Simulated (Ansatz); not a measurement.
## Si2 (SMILES [Si]=[Si]): methods side by side

Si2 has 2 atoms, charge 0, and is taken as a triplet. As SMILES, `[Si]=[Si]`. Geometry: relaxed at GFN2-xTB.

```xyz
2

Si    0.0000    0.0000    0.0000
Si    0.0000    0.0000    2.1742
```

Each level gives the vertical electron affinity (to the doublet anion) (eV). The values are calculated.

The electron affinity is E(neutral) − E(anion): positive where the electron is bound.

| level | kind | program | value (eV) | CPU time (all runs) |
| --- | --- | --- | --- | --- |
| UHF/6-31G | Hartree–Fock | Ansatz | 1.38 | 2 s |
| UBLYP/6-31G | GGA | Ansatz | 1.83 | 8.8 s |
| U-r2SCAN/6-31G | meta-GGA | Ansatz | 2.16 | 38 s |
| U-r2SCAN0/6-31G | hybrid meta-GGA | Ansatz | 2.13 | 26 s |
| UCAM-B3LYP/6-31G | range-separated hybrid | Ansatz | 1.99 | 11 s |
| UB2PLYP/6-31G | double hybrid | Ansatz | 1.85 | 13 s |
| RPA@PBE/6-31G | RPA | Ansatz | 1.59 | 12 s |
| UMP2/6-31G | perturbation theory | Ansatz | 1.40 | 2.3 s |
| UCCSD(T)/6-31G | coupled cluster or CI | Ansatz | 1.57 | 3 s |

The values span 1.38 to 2.16 eV. Spin contamination of the reference (⟨S²⟩ at least 0.1 too high) touches UHF/6-31G, UMP2/6-31G, UCCSD(T)/6-31G. The coupled-cluster rows rest on a doubtful reference here (large T1 or Brueckner and Hartree–Fock orbitals at odds), and rows may lie in different states. All rows use very small basis sets, so none should be taken for the real molecule's value. In so small a basis fixed costs decide the times, and correlated methods can beat functionals. CPU times are rough (shared hosts, several kinds of processor and program).
